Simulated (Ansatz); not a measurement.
C4H7FO, SMILES `C=C(F)C(C)O`, relaxed with RKS PBE0-D4/def2-TZVP in the Gaussian-basis code of Ansatz from a PBE-D4/def2-SVP geometry. The force threshold is 0.005 eV/Å; the program also tests the step.

The species carries charge 0 and has multiplicity 1.

Start:

```xyz
13

C     1.538    1.368    0.049
C     0.855    0.342   -0.477
F     1.470   -0.577   -1.259
C    -0.624    0.051   -0.300
C    -0.868   -1.412    0.090
O    -1.228    0.960    0.601
H     1.000    2.113    0.648
H     2.614    1.485   -0.138
H    -1.117    0.239   -1.281
H    -0.390   -1.637    1.067
H    -0.442   -2.105   -0.661
H    -1.956   -1.598    0.177
H    -0.852    0.771    1.483
```

Problem. How much energy does the relaxation release, and in how many steps? (An estimate is asked.)

Solution. Computed: 1.49 kcal/mol, in 9 steps.

Problem. Which bonds change most? (Best estimate.)

Solution. The calculation gave: C1–C2 from 1.340 to 1.319 Å; C4–H9 from 1.115 to 1.097 Å; C1–H8 from 1.099 to 1.082 Å; C1–H7 from 1.097 to 1.080 Å.

Problem. Give the relaxed structure. (Estimate.)

Solution. Computed: 
```xyz
13

C     1.540    1.322    0.068
C     0.835    0.361   -0.496
F     1.419   -0.497   -1.353
C    -0.624    0.053   -0.318
C    -0.840   -1.389    0.114
O    -1.239    0.964    0.558
H     1.051    2.027    0.724
H     2.595    1.431   -0.142
H    -1.110    0.208   -1.288
H    -0.377   -1.566    1.090
H    -0.398   -2.086   -0.599
H    -1.909   -1.591    0.190
H    -0.943    0.763    1.452
```
